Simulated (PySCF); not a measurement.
# Dipole moment and polarisability across levels of theory

3-methyl-1-pentene, C₆H₁₂.
Z-matrix (Å and degrees, PBE0-D3(BJ)/def2-SVP geometry), rows numbered from 1:
```
C 
C   1  1.3334
C   2  1.5009  1  125.87
C   3  1.5283  2  110.41  1  -117.36
C   3  1.5347  2  111.23  1   119.04
C   5  1.5193  3  114.17  2   -62.47
H   1  1.0933  2  121.72  3   179.51
H   1  1.0951  2  121.26  3    -0.39
H   2  1.0995  1  118.90  3  -179.68
H   3  1.1055  2  107.84  1     0.92
H   4  1.1001  3  111.30  2    58.03
H   4  1.1014  3  111.00  2   178.64
H   4  1.1026  3  110.90  2   -61.84
H   5  1.1054  3  108.61  2    60.59
H   5  1.1037  3  108.31  2   174.92
H   6  1.1005  5  111.40  3  -179.75
H   6  1.1021  5  111.10  3   -59.78
H   6  1.1007  5  111.42  3    59.65
```

PySCF, dipoles from the SCF density, polarisabilities from static response with core orbitals frozen. Isolated species at its PBE0-D3(BJ)/def2-SVP geometry (one conformer only).

The anisotropy is √(½[(α1 − α2)² + (α2 − α3)² + (α3 − α1)²]).

```tsv
level	μ (D)	α (Å³)	anisotropy (Å³)
LDA/def2-SVPD	0.383	11.82	2.82
PBE/def2-SVPD	0.375	11.63	2.82
B3LYP/def2-SVPD	0.358	11.35	2.77
PBE0/def2-SVPD	0.360	11.25	2.75
BHandHLYP/def2-SVPD	0.345	11.03	2.74
CAM-B3LYP/def2-SVPD	0.346	11.19	2.70
wB97X-D/def2-SVPD	0.357	11.20	2.71
LC-wPBE/def2-SVPD	0.344	10.89	2.63
HF/def2-SVPD	0.352	10.77	2.81
PBE0/6-31G*	0.279	9.44	2.92
PBE0/6-31+G*	0.350	10.70	2.86
PBE0/def2-SVP	0.313	9.91	2.81
PBE0/aug-cc-pVDZ	0.374	11.55	2.84
PBE0/def2-TZVP	0.357	11.05	2.86
```

The dipole runs from 0.28 D (PBE0/6-31G*) to 0.38 D (LDA/def2-SVPD). No reference polarisability is at hand; against PBE0 in the largest diffuse basis at hand (aug-cc-pVDZ) the other PBE0 rows deviate by 6-31G* -18%, 6-31+G* -7%, def2-SVP -14%, def2-SVPD -3%, def2-TZVP -4%. In one basis (def2-SVPD) the functionals order the polarisability from HF (lowest) to LDA (highest), a spread of 10%. With PBE0 the polarisability is 10.13 Å³ without diffuse functions (mean of 6-31G*, def2-SVP and def2-TZVP) and 11.17 Å³ with them (mean of 6-31+G*, def2-SVPD and aug-cc-pVDZ).
